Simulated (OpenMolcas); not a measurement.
**CH4Si (SMILES C[SiH]): methods side by side**

CH4Si: 6 atoms, total charge 0, spin state singlet. SMILES: `C[SiH]`. Geometry: relaxed at PBE0-D4/def2-TZVP.

Each level gives the dipole moment (D). The values are calculated.

```csv
level,kind,program,value (D),CPU time
SVWN5/def2-TZVP,LDA,OpenMolcas,1.21,28 s
BLYP/def2-TZVP,GGA,OpenMolcas,1.06,38 s
revPBE/def2-TZVP,GGA,OpenMolcas,1.20,42 s
M06-L/def2-TZVP,meta-GGA,OpenMolcas,?,48 s
TPSS/def2-TZVP,meta-GGA,OpenMolcas,?,53 s
r2SCAN/def2-TZVP,meta-GGA,OpenMolcas,1.24,45 s
BHLYP/def2-TZVP,global hybrid,OpenMolcas,1.02,31 s
PBE0/def2-TZVP,global hybrid,OpenMolcas,1.16,33 s
```

Estimate the missing values from the other rows.

As computed at these levels: M06-L/def2-TZVP: 1.13 D; TPSS/def2-TZVP: 1.18 D. The values span 1.02 to 1.24 D. Times are those of the runs behind each value, whatever else they computed, on shared processors of several kinds: orders of magnitude only.
